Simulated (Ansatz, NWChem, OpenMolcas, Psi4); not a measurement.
## Worked example: CCl3F + CH2F2 → CHCl2F + CHClF2

Gas-phase species: CCl3F (trichlorofluoromethane) `FC(Cl)(Cl)Cl`, singlet; CH2F2 (difluoromethane) `FCF`, singlet; CHCl2F (dichlorofluoromethane) `FC(Cl)Cl`, singlet; CHClF2 (difluorochloromethane) `FC(F)Cl`, singlet. The partners trade Cl for H; both sit on C, so the bond types are kept.

Shapes, held fixed at every level: PBE0-D4/def2-TZVP. Programs: Ansatz 0.2.0, NWChem 7.3.0, OpenMolcas 26.06, Psi4 1.11. A level may come from different programs for different species; with the same settings they agree closely. The zero-point and thermal change to 298 K, harmonic and unscaled (PBE0-D4/def2-TZVP), is +1.5 kJ/mol.

At CCSD(T)/CBS estimate; 1 Eh = 2625.50 kJ/mol:

```
species   energy (Eh)
  CCl3F  -1517.149520
  CH2F2   -238.826601
 CHCl2F  -1057.983810
 CHClF2   -698.003485
```

Question: Work out ΔH(298 K) of the reaction at this level.

Answer: 
1. Products less reactants: (-1057.983810) + (-698.003485) − [(-1517.149520) + (-238.826601)] = -0.011174 Eh = -29.3 kJ/mol.
2. With the thermal change: -29.3 + (+1.5) = -27.8 kJ/mol.

Other levels give -42.4 (B3LYP/6-31G* (spherical functions)) to -29.0 kJ/mol (CCSD/def2-SVP). No measured value is set beside it here. The CBS estimate extrapolates MP2 from def2-TZVPP and def2-QZVPP and adds CCSD(T) − MP2 in the triple-zeta set, cores frozen.
